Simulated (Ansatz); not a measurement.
# The fluorine atom: small, medium and large basis sets

An exercise on one series of results from a longer session: the logs are not shown, and one member is left open.

Computed with Ansatz 0.2.0, Gaussian basis. Level: one geometry, several basis sets.

The runs, in order: PBE0/def2-SVP; ωB97M-V/def2-SVP; PBE0/def2-QZVPP; ωB97M-V/def2-QZVPP; CCSD(T)/cc-pV(D+d)Z; CCSD(T)/cc-pV(T+d)Z; CCSD(T)/cc-pV(Q+d)Z; the functionals' def2-TZVPP values are taken from earlier runs.

## The atom

SMILES `[F]`, 1 atom, charge 0, spin multiplicity 2.

The first run:

in.yaml

```yaml
crystal:
  periodic: [false, false, false]
  atoms:
    - {symbol: F, position_ang: [0.000000, 0.000000, 0.000000]}
basis:
  gaussian: {orbitals: def2-SVP}
magnetization: {spin_polarized: true, initial_magnetization: 1}
hamiltonian: {xc: pbe0}
output: {orbitals: {seedname: orbitals}}
```

Among the steps run: PBE0 in def2-SVP; ωB97M-V in def2-SVP; PBE0 in def2-QZVPP; ωB97M-V in def2-QZVPP.

One of the session's tables, all rows but one given; the rest of the session is left out.

It belongs to the step «Functionals by basis». 

```
functional       basis  HOMO (eV)  LUMO (eV)
      PBE0    def2-SVP     -11.91      -6.02
      PBE0  def2-TZVPP          ?          ?
      PBE0  def2-QZVPP     -12.54      -6.66
   ωB97M-V    def2-SVP     -14.44      -3.42
   ωB97M-V  def2-TZVPP     -15.03      -4.08
   ωB97M-V  def2-QZVPP     -15.13      -4.20
```

Q: Estimate the row for PBE0, def2-TZVPP from the others.

The run gave: HOMO (eV): -12.46; LUMO (eV): -6.58. In the column «HOMO (eV)» it lies between PBE0, def2-QZVPP (-12.54) and PBE0, def2-SVP (-11.91).
